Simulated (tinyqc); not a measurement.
Worked calculation (part 2 of 2): ROHF in the sto-3g basis, for LiH, spin multiplicity 3. Computed by tinyqc, a small Python program that keeps every step (integrals from PySCF). Command: `OMP_NUM_THREADS=1 python tinyqc.py 27236 27237 out.jsonl` (the two numbers bound the seeds that draw the settings). One thread of a shared host (Intel(R) Xeon(R) Processor @ 2.60GHz), about 0.06 s of CPU time with the checks.

Geometry (angstrom):
```
atom         x         y         z
Li    0.000000  0.000000  0.000000
H     0.000000  0.000000  2.806000
```

## Iteration 3: building the Fock matrix

D(alpha) after iteration 2:
```
            1Li 1s     1Li 2s   1Li 2px   1Li 2py    1Li 2pz      2H 1s
1Li 1s    1.058961  -0.246703  0.000000  0.000000  -0.071648   0.052141
1Li 2s   -0.246703   1.031722  0.000000  0.000000   0.275075  -0.225879
1Li 2px   0.000000   0.000000  0.000000  0.000000   0.000000   0.000000
1Li 2py   0.000000   0.000000  0.000000  0.000000   0.000000   0.000000
1Li 2pz  -0.071648   0.275075  0.000000  0.000000   0.075334  -0.016432
2H 1s     0.052141  -0.225879  0.000000  0.000000  -0.016432   1.027446
```

D(beta) after iteration 2:
```
            1Li 1s     1Li 2s   1Li 2px   1Li 2py    1Li 2pz      2H 1s
1Li 1s    0.982200   0.034500  0.000000  0.000000   0.003607  -0.004357
1Li 2s    0.034500   0.001212  0.000000  0.000000   0.000127  -0.000153
1Li 2px   0.000000   0.000000  0.000000  0.000000   0.000000   0.000000
1Li 2py   0.000000   0.000000  0.000000  0.000000   0.000000   0.000000
1Li 2pz   0.003607   0.000127  0.000000  0.000000   0.000013  -0.000016
2H 1s    -0.004357  -0.000153  0.000000  0.000000  -0.000016   0.000019
```

core Hamiltonian H = T + V (hartree):
```
            1Li 1s     1Li 2s    1Li 2px    1Li 2py    1Li 2pz      2H 1s
1Li 1s   -4.594683  -1.030056   0.000000   0.000000  -0.005237  -0.015481
1Li 2s   -1.030056  -1.291417   0.000000   0.000000  -0.060583  -0.201189
1Li 2px   0.000000   0.000000  -1.050607   0.000000   0.000000   0.000000
1Li 2py   0.000000   0.000000   0.000000  -1.050607   0.000000   0.000000
1Li 2pz  -0.005237  -0.060583   0.000000   0.000000  -1.091054  -0.299814
2H 1s    -0.015481  -0.201189   0.000000   0.000000  -0.299814  -1.032344
```

Two-electron integrals (ij|kl) in chemists' order, unique and non-zero (hartree):
```
(11|11) 1.680395   (21|11) 0.265420   (21|21) 0.049941   (22|11) 0.397727
(22|21) 0.092860   (22|22) 0.290562   (31|31) 0.008981   (32|31) 0.013788
(32|32) 0.064184   (33|11) 0.396640   (33|21) 0.092880   (33|22) 0.290497
(33|33) 0.312946   (41|41) 0.008981   (42|41) 0.013788   (42|42) 0.064184
(43|43) 0.016869   (44|11) 0.396640   (44|21) 0.092880   (44|22) 0.290497
(44|33) 0.279207   (44|44) 0.312946   (51|51) 0.008981   (52|51) 0.013788
(52|52) 0.064184   (53|53) 0.016869   (54|54) 0.016869   (55|11) 0.396640
(55|21) 0.092880   (55|22) 0.290497   (55|33) 0.279207   (55|44) 0.279207
(55|55) 0.312946   (61|11) 0.003408   (61|21) 0.000664   (61|22) 0.001322
(61|33) 0.001299   (61|44) 0.001299   (61|51) 0.000107   (61|52) 0.000220
(61|55) 0.001370   (61|61) 0.000011   (62|11) 0.035742   (62|21) 0.008579
(62|22) 0.032692   (62|33) 0.030720   (62|44) 0.030720   (62|51) 0.001180
(62|52) 0.010316   (62|55) 0.036597   (62|61) 0.000149   (62|62) 0.009682
(63|31) 0.000307   (63|32) 0.002092   (63|53) 0.001102   (63|63) 0.000340
(64|41) 0.000307   (64|42) 0.002092   (64|54) 0.001102   (64|64) 0.000340
(65|11) 0.053384   (65|21) 0.012840   (65|22) 0.049503   (65|33) 0.046281
(65|44) 0.046281   (65|51) 0.001822   (65|52) 0.016119   (65|55) 0.055889
(65|61) 0.000226   (65|62) 0.015283   (65|65) 0.024166   (66|11) 0.188586
(66|21) 0.045474   (66|22) 0.185636   (66|33) 0.172960   (66|44) 0.172960
(66|51) 0.005234   (66|52) 0.058886   (66|55) 0.210654   (66|61) 0.000775
(66|62) 0.076391   (66|65) 0.122131   (66|66) 0.774606
```

nuclear repulsion = 0.56576323 hartree

J_ij = sum D_kl (ij|kl) with D = D(alpha) + D(beta), K_ij = sum D_kl (ik|jl) for each spin; F = H + J - K(s); E = tr D H + tr D J / 2 - 0.5 sum_s tr D(s) K(s) + E_nn.

Coulomb J (hartree):
```
           1Li 1s    1Li 2s   1Li 2px   1Li 2py   1Li 2pz     2H 1s
1Li 1s   3.934201  0.665973  0.000000  0.000000  0.011162  0.008973
1Li 2s   0.665973  1.268888  0.000000  0.000000  0.088782  0.184982
1Li 2px  0.000000  0.000000  1.253713  0.000000  0.000000  0.000000
1Li 2py  0.000000  0.000000  0.000000  1.253713  0.000000  0.000000
1Li 2pz  0.011162  0.088782  0.000000  0.000000  1.292018  0.285289
2H 1s    0.008973  0.184982  0.000000  0.000000  0.285289  1.362360
```

exchange K(alpha) (hartree):
```
           1Li 1s    1Li 2s   1Li 2px   1Li 2py   1Li 2pz     2H 1s
1Li 1s   1.700778  0.267266  0.000000  0.000000  0.000298  0.003875
1Li 2s   0.267266  0.307418  0.000000  0.000000  0.091976  0.084252
1Li 2px  0.000000  0.000000  0.069599  0.000000  0.000000  0.000000
1Li 2py  0.000000  0.000000  0.000000  0.069599  0.000000  0.000000
1Li 2pz  0.000298  0.091976  0.000000  0.000000  0.108404  0.134050
2H 1s    0.003875  0.084252  0.000000  0.000000  0.134050  0.777545
```

exchange K(beta) (hartree):
```
           1Li 1s    1Li 2s   1Li 2px   1Li 2py   1Li 2pz     2H 1s
1Li 1s   1.668830  0.276093  0.000000  0.000000  0.001242  0.003980
1Li 2s   0.276093  0.055728  0.000000  0.000000  0.000359  0.000860
1Li 2px  0.000000  0.000000  0.009848  0.000000  0.000000  0.000000
1Li 2py  0.000000  0.000000  0.000000  0.009848  0.000000  0.000000
1Li 2pz  0.001242  0.000359  0.000000  0.000000  0.009833  0.000149
2H 1s    0.003980  0.000860  0.000000  0.000000  0.000149  0.000019
```

F(alpha) (hartree):
```
            1Li 1s     1Li 2s   1Li 2px   1Li 2py    1Li 2pz      2H 1s
1Li 1s   -2.361260  -0.631349  0.000000  0.000000   0.005627  -0.010382
1Li 2s   -0.631349  -0.329947  0.000000  0.000000  -0.063777  -0.100460
1Li 2px   0.000000   0.000000  0.133507  0.000000   0.000000   0.000000
1Li 2py   0.000000   0.000000  0.000000  0.133507   0.000000   0.000000
1Li 2pz   0.005627  -0.063777  0.000000  0.000000   0.092560  -0.148575
2H 1s    -0.010382  -0.100460  0.000000  0.000000  -0.148575  -0.447528
```

F(beta) (hartree):
```
            1Li 1s     1Li 2s   1Li 2px   1Li 2py    1Li 2pz      2H 1s
1Li 1s   -2.329311  -0.640176  0.000000  0.000000   0.004684  -0.010488
1Li 2s   -0.640176  -0.078257  0.000000  0.000000   0.027840  -0.017067
1Li 2px   0.000000   0.000000  0.193259  0.000000   0.000000   0.000000
1Li 2py   0.000000   0.000000  0.000000  0.193259   0.000000   0.000000
1Li 2pz   0.004684   0.027840  0.000000  0.000000   0.191131  -0.014673
2H 1s    -0.010488  -0.017067  0.000000  0.000000  -0.014673   0.329997
```

total energy of this density = -7.76042892 hartree

## Iteration 3: Roothaan effective Fock matrix

overlap S:
```
           1Li 1s    1Li 2s   1Li 2px   1Li 2py   1Li 2pz     2H 1s
1Li 1s   1.000000  0.241137  0.000000  0.000000  0.000000  0.003498
1Li 2s   0.241137  1.000000  0.000000  0.000000  0.000000  0.149027
1Li 2px  0.000000  0.000000  1.000000  0.000000  0.000000  0.000000
1Li 2py  0.000000  0.000000  0.000000  1.000000  0.000000  0.000000
1Li 2pz  0.000000  0.000000  0.000000  0.000000  1.000000  0.228990
2H 1s    0.003498  0.149027  0.000000  0.000000  0.228990  1.000000
```

With projectors Pc = D(beta) S, Po = (D(alpha) - D(beta)) S, Pv = 1 - D(alpha) S, the block xy is Px^T F Py; with Fc = (F(alpha) + F(beta))/2, the blocks are Fc for cc, oo, vv and cv, F(beta) for co and F(alpha) for ov.

effective F (hartree):
```
            1Li 1s     1Li 2s   1Li 2px   1Li 2py    1Li 2pz      2H 1s
1Li 1s   -2.345011  -0.639669  0.000000  0.000000   0.004786  -0.010338
1Li 2s   -0.639669  -0.199818  0.000000  0.000000  -0.030973  -0.066840
1Li 2px   0.000000   0.000000  0.163383  0.000000   0.000000   0.000000
1Li 2py   0.000000   0.000000  0.000000  0.163383   0.000000   0.000000
1Li 2pz   0.004786  -0.030973  0.000000  0.000000   0.150907  -0.050723
2H 1s    -0.010338  -0.066840  0.000000  0.000000  -0.050723  -0.061551
```

## Iteration 3: DIIS over 2 matrices

error matrix X^T (FDS - SDF) X:
```
           1          2         3         4          5          6
1   0.000000   0.001797  0.000000  0.000000  -0.014929   0.001860
2  -0.001797   0.000000  0.000000  0.000000  -0.039958   0.009709
3   0.000000   0.000000  0.000000  0.000000   0.000000   0.000000
4   0.000000   0.000000  0.000000  0.000000   0.000000   0.000000
5   0.014929   0.039958  0.000000  0.000000   0.000000  -0.015478
6  -0.001860  -0.009709  0.000000  0.000000   0.015478   0.000000
```

B (overlaps of the stored error matrices):
```
               1              2
1  1.1218741e-01  2.0756109e-04
2  2.0756109e-04  4.3201396e-03
```

Minimise |sum c_i e_i|^2 with sum c_i = 1: solve [B -1; -1 0][c; lambda] = [0; -1] with B_ij = tr e_i^T e_j, and take F = sum c_i F_i.

DIIS coefficients: 0.035425  0.964575

extrapolated F (hartree):
```
            1Li 1s     1Li 2s   1Li 2px   1Li 2py    1Li 2pz      2H 1s
1Li 1s   -2.337214  -0.637751  0.000000  0.000000   0.004445  -0.010306
1Li 2s   -0.637751  -0.193658  0.000000  0.000000  -0.032021  -0.066985
1Li 2px   0.000000   0.000000  0.163316  0.000000   0.000000   0.000000
1Li 2py   0.000000   0.000000  0.000000  0.163316   0.000000   0.000000
1Li 2pz   0.004445  -0.032021  0.000000  0.000000   0.153899  -0.052529
2H 1s    -0.010306  -0.066985  0.000000  0.000000  -0.052529  -0.070339
```

## Iteration 3: diagonalisation and new density

X:
```
            1Li 1s     1Li 2s   1Li 2px   1Li 2py    1Li 2pz      2H 1s
1Li 1s    1.023106  -0.126883  0.000000  0.000000  -0.002535   0.013001
1Li 2s   -0.126883   1.032314  0.000000  0.000000   0.014090  -0.080923
1Li 2px   0.000000   0.000000  1.000000  0.000000   0.000000   0.000000
1Li 2py   0.000000   0.000000  0.000000  1.000000   0.000000   0.000000
1Li 2pz  -0.002535   0.014090  0.000000  0.000000   1.020819  -0.120241
2H 1s     0.013001  -0.080923  0.000000  0.000000  -0.120241   1.029950
```

Diagonalise F' = X^T F X, C = X C', fill 3 alpha and 1 beta electrons from the bottom; D(s) = C_occ C_occ^T. Each column has its largest component positive (the first on a tie).

F' = X^T F X (hartree):
```
           1          2         3         4          5          6
1  -2.284110  -0.355528  0.000000  0.000000   0.005034   0.017022
2  -0.355528  -0.067212  0.000000  0.000000  -0.020896  -0.056967
3   0.000000   0.000000  0.163316  0.000000   0.000000   0.000000
4   0.000000   0.000000  0.000000  0.163316   0.000000   0.000000
5   0.005034  -0.020896  0.000000  0.000000   0.171520  -0.064938
6   0.017022  -0.056967  0.000000  0.000000  -0.064938  -0.049448
```

orbital energies (hartree): MO1 -2.339761, MO2 -0.107724, MO3 0.028898, MO4 0.163316, MO5 0.163316, MO6 0.189337

coefficients C:
```
               MO1        MO2        MO3        MO4       MO5        MO6
1Li 1s    0.991175  -0.141624  -0.246028   0.000000  0.000000   0.002019
1Li 2s    0.034376   0.504867   0.912370   0.000000  0.000000   0.005209
1Li 2px   0.000000   0.000000   0.000000   0.920032  0.391844   0.000000
1Li 2py   0.000000   0.000000   0.000000  -0.391844  0.920032   0.000000
1Li 2pz  -0.000707   0.144940  -0.043258   0.000000  0.000000   1.016787
2H 1s    -0.003190   0.758194  -0.603856   0.000000  0.000000  -0.377441
```

D(alpha) after iteration 3:
```
            1Li 1s     1Li 2s   1Li 2px   1Li 2py    1Li 2pz      2H 1s
1Li 1s    1.063016  -0.261897  0.000000  0.000000  -0.010585   0.038026
1Li 2s   -0.261897   1.088492  0.000000  0.000000   0.033684  -0.168262
1Li 2px   0.000000   0.000000  0.000000  0.000000   0.000000   0.000000
1Li 2py   0.000000   0.000000  0.000000  0.000000   0.000000   0.000000
1Li 2pz  -0.010585   0.033684  0.000000  0.000000   0.022879   0.136017
2H 1s     0.038026  -0.168262  0.000000  0.000000   0.136017   0.939511
```

D(beta) after iteration 3:
```
            1Li 1s     1Li 2s   1Li 2px   1Li 2py    1Li 2pz      2H 1s
1Li 1s    0.982429   0.034073  0.000000  0.000000  -0.000701  -0.003161
1Li 2s    0.034073   0.001182  0.000000  0.000000  -0.000024  -0.000110
1Li 2px   0.000000   0.000000  0.000000  0.000000   0.000000   0.000000
1Li 2py   0.000000   0.000000  0.000000  0.000000   0.000000   0.000000
1Li 2pz  -0.000701  -0.000024  0.000000  0.000000   0.000001   0.000002
2H 1s    -0.003161  -0.000110  0.000000  0.000000   0.000002   0.000010
```

Within a degenerate level the vectors are fixed only up to a rotation; this is one choice.

## Iteration 9 (converged): orbitals

converged F (hartree):
```
            1Li 1s     1Li 2s   1Li 2px   1Li 2py    1Li 2pz      2H 1s
1Li 1s   -2.345355  -0.639985  0.000000  0.000000  -0.004331  -0.011011
1Li 2s   -0.639985  -0.208121  0.000000  0.000000   0.011095  -0.063439
1Li 2px   0.000000   0.000000  0.163448  0.000000   0.000000   0.000000
1Li 2py   0.000000   0.000000  0.000000  0.163448   0.000000   0.000000
1Li 2pz  -0.004331   0.011095  0.000000  0.000000   0.169471  -0.051630
2H 1s    -0.011011  -0.063439  0.000000  0.000000  -0.051630  -0.120861
```

As before.

F' = X^T F X (hartree):
```
           1          2         3         4          5          6
1  -2.292250  -0.355096  0.000000  0.000000  -0.009511   0.016815
2  -0.355096  -0.081821  0.000000  0.000000   0.024684  -0.053243
3   0.000000   0.000000  0.163448  0.000000   0.000000   0.000000
4   0.000000   0.000000  0.000000  0.163448   0.000000   0.000000
5  -0.009511   0.024684  0.000000  0.000000   0.188068  -0.063284
6   0.016815  -0.053243  0.000000  0.000000  -0.063284  -0.102874
```

orbital energies (hartree): MO1 -2.347937, MO2 -0.138060, MO3 -0.010054, MO4 0.163448, MO5 0.163448, MO6 0.207173

coefficients C:
```
               MO1        MO2        MO3       MO4        MO5        MO6
1Li 1s    0.991097  -0.102355  -0.259634  0.000000   0.000000  -0.053475
1Li 2s    0.034672   0.356876   0.959637  0.000000   0.000000   0.197619
1Li 2px   0.000000   0.000000   0.000000  0.923348  -0.383963   0.000000
1Li 2py   0.000000   0.000000   0.000000  0.383963   0.923348   0.000000
1Li 2pz   0.002268   0.042728  -0.183459  0.000000   0.000000   1.010568
2H 1s    -0.003709   0.876471  -0.429044  0.000000   0.000000  -0.360109
```

D(alpha) after iteration 9:
```
            1Li 1s     1Li 2s   1Li 2px   1Li 2py    1Li 2pz      2H 1s
1Li 1s    1.060161  -0.251319  0.000000  0.000000   0.045507   0.018007
1Li 2s   -0.251319   1.049466  0.000000  0.000000  -0.160726  -0.099064
1Li 2px   0.000000   0.000000  0.000000  0.000000   0.000000   0.000000
1Li 2py   0.000000   0.000000  0.000000  0.000000   0.000000   0.000000
1Li 2pz   0.045507  -0.160726  0.000000  0.000000   0.035488   0.116153
2H 1s     0.018007  -0.099064  0.000000  0.000000   0.116153   0.952295
```

D(beta) after iteration 9:
```
            1Li 1s     1Li 2s   1Li 2px   1Li 2py    1Li 2pz      2H 1s
1Li 1s    0.982274   0.034364  0.000000  0.000000   0.002248  -0.003676
1Li 2s    0.034364   0.001202  0.000000  0.000000   0.000079  -0.000129
1Li 2px   0.000000   0.000000  0.000000  0.000000   0.000000   0.000000
1Li 2py   0.000000   0.000000  0.000000  0.000000   0.000000   0.000000
1Li 2pz   0.002248   0.000079  0.000000  0.000000   0.000005  -0.000008
2H 1s    -0.003676  -0.000129  0.000000  0.000000  -0.000008   0.000014
```

Within a degenerate level the vectors are fixed only up to a rotation; this is one choice.

## Convergence

Stop when the energy changes by less than 1e-08 hartree and every element of the error matrix X^T (F D S - S D F) X is below 3e-05.

Course of the cycle:
```
iteration  E (hartree)     change  largest element of the error matrix
1          -1.87094677          -                             1.73e-01
2          -7.20603819  -5.34e+00                             2.36e-01
3          -7.76042892  -5.54e-01                             4.00e-02
4          -7.77386125  -1.34e-02                             2.25e-02
5          -7.77707123  -3.21e-03                             1.27e-02
6          -7.77866862  -1.60e-03                             3.87e-03
7          -7.77885142  -1.83e-04                             6.95e-05
8          -7.77885146  -4.12e-08                             2.08e-05
9          -7.77885146  -1.10e-09                             5.83e-06
```

PySCF ROHF in the same basis = -7.77885146 hartree

Converged in 9 iterations.

## Populations, bond orders and dipole

Mulliken: Z minus the diagonal of D S on the atom; Loewdin: the same with S^(1/2) D S^(1/2); Mayer order: 2 sum_s sum (D(s) S)_ij (D(s) S)_ji over the two atoms.

Charges (e):
```
atom   Mulliken    Loewdin  Mulliken spin
1Li   -0.035828  -0.050480       1.035787
2H     0.035828   0.050480       0.964213
```

Mayer bond orders:
```
pair     order
2-1   0.069011
```

dipole moment about the origin, x y z (debye): 0.000000  0.000000  1.806709
